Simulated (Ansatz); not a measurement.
A run of Ansatz (development build ahead of 0.2.0) on triplet AlP at this shape:

```xyz
2

Al    0.0000    0.0000   -1.1037
P     0.0000    0.0000    1.1037
```

Its results:

```
Converged                       : yes
Reference energy                : -582.41935 hartree
Correlation energy              : -0.10865 hartree
Total energy                    : -582.52800 hartree
Spin squared of the determinant : 2.213
Stability test                  : minimum
```

Messages of the program:
```
mean field -15848.43797989 eV, -582.4193533040 hartree, gradient 2.4e-6 eV, S^2 2.213055; 17 other ends of a descent, 0 dependent functions left out
```

(1) Which input gives this output? Name the method, the orbitals and the basis set, and write the input.

Answers

(1) UHF-MP2 in def2-SVP.

```yaml
crystal:
  periodic: [false, false, false]
  atoms:
    - { symbol: Al, position_ang: [0.0, 0.0, -1.10368] }
    - { symbol: P, position_ang: [0.0, 0.0, 1.10368] }
basis:
  gaussian: { orbitals: def2-SVP }
magnetization:
  spin_polarized: true
  initial_magnetization: 2
hamiltonian:
  xc: hf
correlation:
  method: mp2
  frozen_orbitals: { Al: 5, P: 5 }
```

Caution: the unrestricted determinant is spin contaminated; the determinant may break the point group.
